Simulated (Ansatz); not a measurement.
System: OCl, charge 0, multiplicity 2. SMILES: [O]Cl
Geometry from a B3LYP-D3(BJ)/def2-TZVP (Ansatz, an electronic-structure program) optimisation:
```
Cl
O 1 1.5797
```
Charge 0, spin multiplicity 2.

Property: atomisation energy (electronic, to ground-state atoms), in kJ/mol. Cores are frozen in the correlated levels unless marked. Open shells are spin-unrestricted. No spin-orbit coupling. No relativistic terms. The coupled-cluster limit lacks core correlation, which all-electron functionals hold. CBS marks a two-point X^-3 extrapolation of the correlation energy; Hartree-Fock from the larger set (for Q and 5 zeta extrapolated as (X+1)exp(-9√X)).

| level | program | atomisation energy (kJ/mol) | minus last row |
|---|---|---|---|
| HF/aug-cc-pV(D+d)Z | Ansatz | 9.4 | -260.9 |
| HSE06-D3(BJ)/def2-TZVPD | Ansatz + dftd3 | 282.5 | 12.2 |
| RPA@PBE/cc-pV(Q+d)Z | Ansatz | 231.2 | -39.1 |
| MP2/cc-pV(D+d)Z | Ansatz | 178.8 | -91.5 |
| MP2/CBS(def2-TZVPPD,def2-QZVPPD) | Ansatz | 265.7 | -4.6 |
| RI-MP2/CBS(aug-cc-pV(T+d)Z,aug-cc-pV(Q+d)Z) | Ansatz | 268.1 | -2.2 |
| SCS-MP2/cc-pV(T+d)Z | Ansatz | 226.0 | -44.3 |
| CCSD/6-31G* | Ansatz | 180.3 | -90.0 |
| CCSD(T)/aug-cc-pV(Q+d)Z | Ansatz | 261.8 | -8.5 |
| CCSD(T)/CBS(cc-pV(Q+d)Z,cc-pV(5+d)Z) | Ansatz | 270.3 | 0.0 |
